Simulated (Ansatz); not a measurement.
Geometry optimisation, RKS PBE/def2-SVP in Ansatz 0.2.0.

input.yaml

```yaml
crystal:
  periodic: [false, false, false]
  atoms:
    - { symbol: Al, position_ang: [-0.471996, 0.0, -0.272546] }
    - { symbol: H, position_ang: [1.727532, 0.0, 1.412485] }
    - { symbol: H, position_ang: [2.086969, 0.0, 0.789974] }
    - { symbol: Cl, position_ang: [-2.353505, 0.0, -1.358814] }
basis:
  gaussian: { orbitals: def2-SVP }
hamiltonian:
  xc: pbe
relax:
  f_tol: 0.03
  max_steps: 50
```

Run as:

```bash
$ ansatz run input.yaml --threads 1 --pin off --max-ram 2048MiB --backend cpu --events-out ev --progress --plain --runs-dir out
```

Q: Where does it end, and by what steps?

A: The forces met the threshold. The force dipped under the threshold on the way, but the program's further checks kept it going. After 8 steps the energy has fallen by 0.284 eV; Al1 moved furthest, 0.74 Å.

| step | energy less start (eV) | largest force component (eV/Å) | accepted |
| --- | --- | --- | --- |
| 0 | 0.0000 | 1.730 | yes |
| 1 | -0.2048 | 0.250 | yes |
| 2 | -0.2585 | 0.121 | yes |
| 3 | -0.2734 | 0.118 | yes |
| 4 | -0.2783 | 0.288 | yes |
| 5 | -0.2821 | 0.109 | yes |
| 6 | -0.2833 | 0.008 | yes |
| 7 | -0.2837 | 0.014 | yes |
| 8 | -0.2838 | 0.005 | yes |

```xyz
4
Properties=species:S:1:pos:R:3
Al -1.109 0.000 -0.640
H 2.347 0.000 1.799
H 2.732 0.000 1.134
Cl -2.981 0.000 -1.721
```

Time of the run: 8.2 s on 1 thread of Arm Neoverse V1, with other jobs on the host, peak memory 0.099 GiB.
